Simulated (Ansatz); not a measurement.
# Rock-salt HfN

These are PBE (plane waves, PAW; Ansatz, a program for electronic structure) values and carry that method's errors.

Run with plane-wave cutoff 500 eV, 16×16×16 k mesh, Fermi–Dirac smearing 0.05 eV, scalar-relativistic PAW data made under PBE.

Cell (relaxed at this level):

```
CELL_PARAMETERS angstrom
      0.00000     2.27373     2.27373
      2.27373     0.00000     2.27373
      2.27373     2.27373     0.00000
ATOMIC_POSITIONS crystal
  Hf 0.00000 0.00000 0.00000
  N  0.50000 0.50000 0.50000
```

- equilibrium volume per atom: 11.75 Å³/atom
- lattice parameter a: 4.547 Å

Measured, for comparison: equilibrium volume per atom 11.57 Å³/atom, lattice constant a 4.524 Å (room temperature, no zero-point or thermal correction; as tabulated in Seo, Lee, Wen, Petrov, Greene, Gall, J. Appl. Phys. 96, 878 (2004)). Computed (rounded) less measured: equilibrium volume per atom +1.6 %, lattice constant a +0.5 %.

Spin–orbit coupling is not included.
